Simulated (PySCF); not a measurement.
CH3, SMILES [CH3] (connectivity only; charge and spin as stated), charge +1, multiplicity 1. Geometry: PBE-D3(BJ)/def2-TZVPD. The multiplicity is an assumed one; other spin states were not compared. The isomer is the one that the SMILES or the coordinates give; other isomers of the formula were not compared.

Calculation: PBE-D3(BJ)/def2-TZVPD (PySCF 2.14.0).

Harmonic wavenumbers (cm⁻¹): 1362, 1362, 1384, 2950, 3143, 3143. Rotational constants (GHz): 275.6, 275.6, 137.8; symmetry number 6.

**Question.** Work out the zero-point energy and the ideal-gas rigid-rotor harmonic-oscillator thermochemistry at 298.15 K and 1 atm.

**Answer.** ZPE = ½ Σ hcν = ½ × 13343 cm⁻¹ = 19.08 kcal/mol. H − E(el) = 21.46 kcal/mol. Entropy in cal/(mol K): translation 34.07, rotation 10.53, vibration 0.06, total 44.66. G − E(el) = 8.14 kcal/mol. Cp = 8.30 cal/(mol K).
